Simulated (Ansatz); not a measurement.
# C₂H₄N−: single points off equilibrium

An exercise on one series of results from a longer session: the logs are not shown, and one member is left open.

Program: Ansatz 0.2.0, Gaussian basis. Level of theory: single points in def2-TZVPPD. These are calculated values, not measurements.

Correlated methods freeze the cores. B3LYP uses VWN-RPA correlation.

**Where the work starts**

SMILES `C=C[NH-]`, 7 atoms, charge -1, spin multiplicity 1.

Atoms are counted from 1 here; the program's logs count them from 0.

Bond lengths: C1–C2 1.361 Å, C1–H4 1.088 Å, C1–H5 1.091 Å, C2–N3 1.342 Å, C2–H6 1.143 Å, N3–H7 1.032 Å. Angles: C2–C1–H4 121.6°, C2–C1–H5 121.2°, H4–C1–H5 117.1°, C1–C2–N3 126.8°, C1–C2–H6 113.6°, N3–C2–H6 119.6°, C2–N3–H7 110.5°.

Geometry (Å):

```
atom    x (Å)    y (Å)    z (Å)
  C1  -0.9515   0.3302  -0.3129
  C2   0.2951   0.0451   0.1515
  N3   0.9440  -1.1255   0.0474
  H4  -1.5447  -0.4097  -0.8456
  H5  -1.3819   1.3259  -0.2008
  H6   0.7993   0.9242   0.6802
  H7   1.8800  -1.0602   0.4776
```

The first run:

Input file run/in.yaml:

```yaml
crystal:
  periodic: [false, false, false]
  atoms:
    - {symbol: C, position_ang: [-0.951500, 0.330200, -0.312900]}
    - {symbol: C, position_ang: [0.295100, 0.045100, 0.151500]}
    - {symbol: N, position_ang: [0.944000, -1.125500, 0.047400]}
    - {symbol: H, position_ang: [-1.544700, -0.409700, -0.845600]}
    - {symbol: H, position_ang: [-1.381900, 1.325900, -0.200800]}
    - {symbol: H, position_ang: [0.799300, 0.924200, 0.680200]}
    - {symbol: H, position_ang: [1.880000, -1.060200, 0.477600]}
basis:
  gaussian: {orbitals: "def2-TZVPPD.json"}
total_charge: -1
correlation: {method: ccsd_t}
output: {forces: true}
```

The basis file named in the input lies beside it (Basis Set Exchange, JSON).

The command line of these runs was not kept.

Steps of the session up to this table: CCSD(T)/def2-TZVPPD; PBE0-D4/def2-TZVPPD; wB97M-V/def2-TZVPPD; r2SCAN-D4/def2-TZVPPD; PBE-D4/def2-TZVPPD; B3LYP-D4/def2-TZVPPD; BHLYP-D4/def2-TZVPPD.

One table of the session follows, with a row left open; its other results are not shown here.

| method | RMS force component (eV/Å) | angle to CCSD(T) forces (°) |
| --- | --- | --- |
| CCSD(T) | 0.573 | reference |
| PBE0-D4 | 0.484 | 23.2 |
| wB97M-V | 0.489 | 19.1 |
| r2SCAN-D4 | 0.480 | 14.3 |
| PBE-D4 | 0.459 | 14.6 |
| B3LYP-D4 | ? | ? |
| BHLYP-D4 | 0.580 | 35.9 |

Estimate the missing values for B3LYP-D4.

The run gave: RMS force component (eV/Å): 0.484; angle to CCSD(T) forces (°): 16.4.

To keep in mind: The anion's highest level is positive in at least one run, so there the basis alone may hold the extra electron.
